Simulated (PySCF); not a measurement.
Molecule: SMILES O=[S@@]1CC[C@@H]1F, C3H5FOS.

Geometry (Å), atoms numbered from 1 in this order:
```xyz
11

O     0.226    2.055    1.166
S     0.222    1.548   -0.194
C    -1.116    0.238   -0.295
C    -0.165   -0.861    0.168
C     1.112   -0.139   -0.228
F     2.163   -0.273    0.616
H    -1.433    0.135   -1.329
H    -1.964    0.443    0.350
H    -0.193   -0.967    1.252
H    -0.309   -1.841   -0.289
H     1.462   -0.335   -1.244
```

Frames of a GFN2-xTB Langevin trajectory at 600 K; GIAO PBE0/pcSseg-1 shieldings in PySCF 2.14, gas phase, non-relativistic; equivalent atoms averaged within each frame.

References, each an isolated molecule treated in the same way: H2O for 17O (336.08 ppm); CS2 for 33S (503.73 ppm); 13C (186.93 ppm) and 1H (31.72 ppm) against TMS; 19F (170.95 ppm) against CFCl3. The references are static minima.

Q: How do the shifts (ppm) fluctuate along the trajectory?

A: 
| time (fs) | O1 | S2 | C5 | C3 | C4 | F6 | H11 | H8 | H7 | H9 |
| --- | --- | --- | --- | --- | --- | --- | --- | --- | --- | --- |
| 250 | 164.4 | 399 | 116.3 | 55.7 | 27.8 | -190.5 | 5.89 | 3.45 | 3.30 | 3.16 |
| 425 | 130.9 | 422 | 102.7 | 67.0 | 30.2 | -188.9 | 5.34 | 5.70 | 3.88 | 3.45 |
| 625 | 177.4 | 458 | 124.0 | 52.2 | 33.9 | -180.3 | 6.47 | 3.75 | 4.94 | 2.07 |
| 800 | 109.2 | 419 | 98.8 | 58.3 | 44.8 | -174.3 | 6.44 | 3.09 | 4.18 | 5.23 |
| 1000 | 122.4 | 482 | 100.9 | 47.5 | 31.6 | -177.7 | 5.35 | 1.93 | 2.28 | 3.49 |
| mean of frames | 140.8 | 436 | 108.5 | 56.1 | 33.7 | -182.3 | 5.90 | 3.58 | 3.72 | 3.48 |
| standard deviation | 28.9 | 33 | 11.1 | 7.3 | 6.6 | 7.1 | 0.56 | 1.37 | 1.00 | 1.14 |

5 frames give an uncertainty of the mean of about the standard deviation over 2.2 at best, since frames this close in time may not be independent; classical motion lacks zero-point vibration, and the reference would need the same averaging.
